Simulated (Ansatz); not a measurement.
Process, species as SMILES: O=C (CH2-O) → CH2O+ (doublet, bonded as C=O) + e-
B3LYP-D3(BJ)/def2-TZVP geometries, fixed; electronic energies without zero-point terms.
Largest species:
```xyz
4

O     -0.0009    -0.0102     0.6728
C      0.0007     0.0079    -0.5259
H     -0.0027     0.9554    -1.0993
H      0.0057    -0.9218    -1.1276
```
Charge 0, spin multiplicity 1.

Core correlation in the adiabatic ionisation energy at MP2 with Ansatz (a first-principles code), in eV: frozen core against all electrons. Core-valence sets carry the plain set on hydrogen. Open shells are unrestricted.

| basis | functions, most | frozen core |
|---|---|---|
| cc-pVDZ | 38 | 10.831 |
| cc-pCVDZ | 46 | 10.838 |
| cc-pVTZ | 88 | 11.212 |
| cc-pwCVTZ | 114 | 11.218 |
| cc-pCVTZ | 114 | 11.215 |
| cc-pVQZ | 170 | 11.342 |
| cc-pwCVQZ | 228 | 11.345 |
| cc-pCVQZ | 228 | 11.344 |

Task: How large is the core term in each set?

Result: The largest core-valence set, cc-pCVQZ, gives a core term of 0.006 eV; the valence set cc-pVQZ, which lacks functions for the core, gives 0.009. By row: cc-pVDZ 0.004, cc-pCVDZ 0.004, cc-pVTZ 0.008, cc-pwCVTZ 0.007, cc-pCVTZ 0.006, cc-pVQZ 0.009, cc-pwCVQZ 0.006, cc-pCVQZ 0.006.
